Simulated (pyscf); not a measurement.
Cl–Si:–Cl [singlet] + H₂O -> O=Si(Cl)–Cl + H₂, a concerted two-bond exchange (singlet surface; H–O, H–O broken, O–Si, H–H formed). PySCF, gas phase, ωB97X-D3(BJ)/def2-SVP geometries. Energies in kJ/mol from the separated reactants.

Small-basis levels: PySCF, no dispersion term, spherical d functions. 

Problem. In single points B3LYP/6-31G* puts the saddle at 240.8 kJ/mol and the reaction energy at -42.1 kJ/mol. Should these be trusted to within a few kcal/mol? Compare with ωB97M-D3(BJ)/def2-TZVP.

Solution. ωB97M-D3(BJ)/def2-TZVP gives ΔE‡ = 286.4 kJ/mol and ΔE = -27.2 kJ/mol. B3LYP/6-31G* lies 45.6 kJ/mol under it in the barrier and 14.9 kJ/mol under it in the reaction energy, so on this step it does not hold to within 12.6 kJ/mol. ωB97M-D3(BJ)/def2-TZVP has limits of its own. On the reactant side the descent ends in an adduct with a O–Si contact, 62.9 kJ/mol under the separated species and 351.6 kJ/mol under the saddle at ωB97X-D3(BJ)/def2-TZVP. What is counted as formed (O–Si) is already present as a longer contact in the reactant adduct; forming that adduct is a step of its own. The same reactants have a lower exit, to HCl + HO–Si:–Cl [singlet] (barrier +14.6 kJ/mol at ωB97M-D3(BJ)/def2-TZVP, against +286.4 kJ/mol here). This is the saddle that the search found; another between the same sides may lie lower. A restricted solution here is unstable towards spin polarisation, so biradical character is likely and single-reference numbers are less safe.
